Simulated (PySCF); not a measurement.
# Fluorocyanoacetylene (C₃FN): NMR shifts and spin-spin couplings

What NMR shifts and spin-spin couplings should Fluorocyanoacetylene (C₃FN) (`N#CC#CF`) show?

Computed with PySCF 2.14.0, with density-fitted response routines of our own, on a single molecule in the gas phase. Atoms count from 0, in the outputs and in this text.

### 1 The molecule as given

5 atoms, charge 0, multiplicity 1; geometry from: GFN2-xTB.

Bonds of the start (Å): N0–C1 1.15, C1–C2 1.36, C2–C3 1.20, C3–F4 1.27.

### 2 NMR shieldings: PBE0/pcSseg-1

What the job is given:

```
{"job": {"kind": "nmr", "xc": "PBE0", "basis": "pcSseg-1"}, "charge": 0, "multiplicity": 1}
N     -2.427393     0.074413    -0.425253
C     -1.299483     0.039887    -0.217794
C      0.039909    -0.000096     0.028134
C      1.222565    -0.036454     0.247529
F      2.473024    -0.074897     0.479059
```

With the program's defaults for keys left out, this is: GIAO PBE0/pcSseg-1 NMR shielding, non-relativistic, gas phase.

**Question.** This job is followed by: B3LYP/pcJ-1 indirect spin-spin coupling, non-relativistic, gas phase. Predict these results of the whole session: 13C shifts against TMS (PBE0/pcSseg-1); 15N shifts against NH3 (PBE0/pcSseg-1); 19F shifts against CFCl3 (PBE0/pcSseg-1); largest coupling of the table (B3LYP/pcJ-1).

As calculated:

```
                                   quantity                     value
     13C shifts against TMS (PBE0/pcSseg-1)     109.3, 93.4, 11.5 ppm
     15N shifts against NH3 (PBE0/pcSseg-1)                 305.7 ppm
   19F shifts against CFCl3 (PBE0/pcSseg-1)                -209.4 ppm
largest coupling of the table (B3LYP/pcJ-1)  1J(C,F) C3–F4, -424.7 Hz
```

In words: The most deshielded carbon is C1 (nitrile carbon), at 109.3 ppm: typical of a nitrile. At PBE0/pcSseg-1: The largest span, 571 ppm, is at N0, where the paramagnetic term is -378 ppm. Of the pairs tabulated at B3LYP/pcJ-1, C3–F4 couples most strongly (-424.7 Hz; Fermi contact -349.2 Hz).
